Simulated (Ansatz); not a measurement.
**SVWN5(a = 0.05)/def2-SV(P) (accuracy low, exact exchange 0.05) run of SOF2 (thionyl fluoride)**

We compute a structure relaxation of SOF2 (thionyl fluoride). 

Program for the calculation: Ansatz 0.2.0.

7 further runs of the same task are left out: 1 that didn't finish, 6 set aside as unsound or not needed.

## 1. The system as given

The species is SOF2 (4 atoms), meant as a singlet with charge 0. As SMILES, `O=S(F)F`. The shape is that of a PBE0-D4/def2-TZVP optimisation. The run starts from this shape.

Bond lengths: O1–S2 1.419 Å, S2–F3 1.588 Å, S2–F4 1.588 Å. Angles: O1–S2–F3 106.5°, O1–S2–F4 106.4°, F3–S2–F4 93.0°.

## 2. A structure relaxation at SVWN5(a = 0.05)/def2-SV(P) (accuracy low, exact exchange 0.05)

Input file job.yaml:

```yaml
crystal:
  periodic: [false, false, false]
  atoms:
    - {symbol: O, position_ang: [0.932400, 0.066600, -1.017800]}
    - {symbol: S, position_ang: [-0.151300, -0.426200, -0.245700]}
    - {symbol: F, position_ang: [-1.124400, 0.804200, 0.000400]}
    - {symbol: F, position_ang: [0.343300, -0.444600, 1.263100]}
basis:
  gaussian:
    orbitals: def2-SV_P_.json
magnetization:
  spin_polarized: false
  initial_magnetization: 0
hamiltonian:
  xc: {name: SVWN5, exx: 0.05}
accuracy: low
relax:
  escape_saddle: false
output: {orbitals: {seedname: orbitals}}
```

The basis set def2-SV(P) is read from a file made from the Basis Set Exchange's data (not shown).

Started as:

```console
$ ansatz run job.yaml --threads 1 --pin off --max-ram 2610MiB --events-out events.jsonl --progress --plain --runs-dir runs
```

**Question.** What will come out? Wanted: total energy at the end; dipole moment; HOMO energy; LUMO energy; HOMO–LUMO gap.

Answer, from the run:

At SVWN5(a = 0.05)/def2-SV(P) (accuracy low, exact exchange 0.05):

| quantity | value |
| --- | --- |
| total energy at the end | -669.79647 Eh |
| dipole moment | 1.71 D |
| HOMO energy | -8.43 eV |
| LUMO energy | -2.24 eV |
| HOMO–LUMO gap | 6.19 eV |

At the final geometry: Bond lengths: O1–S2 1.444 Å, S2–F3 1.620 Å, S2–F4 1.620 Å. Angles: O1–S2–F3 106.6°, O1–S2–F4 106.6°, F3–S2–F4 92.7°. The optimisation took 5 steps and changed the energy by -0.057 eV. The accuracy setting is loose, so the last digits carry no meaning.
